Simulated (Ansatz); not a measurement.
C3H6FN (`C/C=C(\N)F`), one more setting.

```yaml
crystal:
  periodic: [false, false, false]
  atoms:
    - {symbol: C, position_ang: [-1.296402, -0.540973, 0.422312]}
    - {symbol: C, position_ang: [-0.270613, 0.517184, 0.651389]}
    - {symbol: C, position_ang: [0.885160, 0.600652, 0.002590]}
    - {symbol: N, position_ang: [1.451255, -0.262863, -0.907688]}
    - {symbol: F, position_ang: [1.724565, 1.616622, 0.254203]}
    - {symbol: H, position_ang: [-2.303933, -0.118128, 0.448469]}
    - {symbol: H, position_ang: [-1.184268, -1.026501, -0.551709]}
    - {symbol: H, position_ang: [-1.261017, -1.329213, 1.182553]}
    - {symbol: H, position_ang: [-0.446311, 1.262664, 1.416723]}
    - {symbol: H, position_ang: [1.941259, 0.202206, -1.658128]}
    - {symbol: H, position_ang: [0.825806, -0.978751, -1.240216]}
basis:
  gaussian: {orbitals: aug-pcseg-2}
hamiltonian: {xc: {name: revPBE0}, dispersion: d4}
scf: {lower_state_search: off}
output: {forces: true}
```

```sh
$ ansatz run in.yaml --threads 4 --pin off --events-out ev --progress --plain --max-ram 10444MiB
```

It prints (some lines left out):

```
Functional definition: revPBE0
1357 factors; their error is unknown
mean field evaluation 1: about -7404.2569 eV, gradient 7.1e1 eV
mean field evaluation 2: about -7398.8125 eV, gradient 8.2e1 eV
mean field evaluation 4: about -7414.8101 eV, gradient 5.6e0 eV
mean field evaluation 8: about -7414.8545 eV, gradient 4.7e-1 eV
mean field evaluation 16: about -7414.8548 eV, gradient 2.1e-4 eV
mean field -7414.85475875 eV, -272.4908864151 hartree, gradient 6.4e-6 eV, S^2 0.000000; 0 other end points of the search recorded, 0 dependent functions left out
reference -7414.85482402 eV, -272.4908888138 hartree; 20, 20 occupied and 348, 348 virtual orbitals, 1357 factors
Total energy: -7415.27900423 eV, -272.5064771489 hartree
Atom 0 at    -1.296402    -0.540973     0.422312 Å, force    -0.079386    -0.088305    -0.032888 eV/Å
Atom 1 at    -0.270613     0.517184     0.651389 Å, force    -0.032680     0.083322     0.095070 eV/Å
Atom 2 at     0.885160     0.600652     0.002590 Å, force    -0.068047    -0.025911     0.021957 eV/Å
Atom 3 at     1.451255    -0.262863    -0.907688 Å, force     0.034809    -0.120664    -0.147159 eV/Å
Atom 4 at     1.724565     1.616622     0.254203 Å, force     0.124867     0.160108     0.042930 eV/Å
Atom 5 at    -2.303933    -0.118128     0.448469 Å, force     0.010276    -0.005979     0.000789 eV/Å
Atom 6 at    -1.184268    -1.026501    -0.551709 Å, force    -0.010339     0.006889     0.023815 eV/Å
Atom 7 at    -1.261017    -1.329213     1.182553 Å, force     0.001315     0.007084    -0.008061 eV/Å
Atom 8 at    -0.446311     1.262664     1.416723 Å, force    -0.005955    -0.016820    -0.016143 eV/Å
Atom 9 at     1.941259     0.202206    -1.658128 Å, force    -0.023016    -0.043199     0.023849 eV/Å
Atom 10 at     0.825806    -0.978751    -1.240216 Å, force     0.048155     0.043474    -0.004159 eV/Å
Dipole moment:    -0.195094    -0.239638    -0.334652 e Å
Checks for a lower state left out: stability, starts, cluster_reference, orbital_swaps, neighbouring_geometries, increment
```

Hardware: 4 threads of a server CPU on a shared host. Wall time 8 s, peak host memory 1.4 GiB.
